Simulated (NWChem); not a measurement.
**Basis-set dependence for formamide (CH3NO)**

```
C
O 1 1.2195
N 1 1.3658 2 125.35
H 3 1.0194 1 121.60 2 180.00
H 3 1.0220 4 119.19 1 180.00
H 1 1.1307 2 123.23 3 180.00
```
Charge 0, spin multiplicity 1.

Everything below was run with NWChem. The geometry was optimised at PBE/def2-SVP, a minimum by its harmonic frequencies. It is one conformer; others weren't searched.

Hartree-Fock energies in Ha, correlation energies in mHa.

The correlated methods keep 3 core orbitals frozen. No row is a measurement; the coupled-cluster row has its own basis-set and correlation limits.

| basis | functions | RHF | MP2 | SCS-MP2 | CCSD | CCSD+T(CCSD) | CCSD(T) | CR-CCSD[T] | CR-CCSD(T) | RI-MP2 |
|---|---|---|---|---|---|---|---|---|---|---|
| STO-3G | 18 | -166.68614 | -161.9 | -167.7 | -190.5 | -197.5 | -196.4 | -196.3 | -195.4 | not run |
| cc-pVDZ | 57 | -168.94553 | -485.2 | -472.9 | -503.6 | -520.8 | -519.3 | -516.9 | -515.8 | -485.2 |
| cc-pVTZ | 132 | -168.99802 | -606.3 | -596.2 | not run | not run | not run | not run | not run | -606.2 |

From cc-pVDZ to cc-pVTZ the Hartree-Fock energy moves by -52.5 mHa and the MP2 correlation energy by -121.0 mHa, which is 20 % of its value in the larger set.
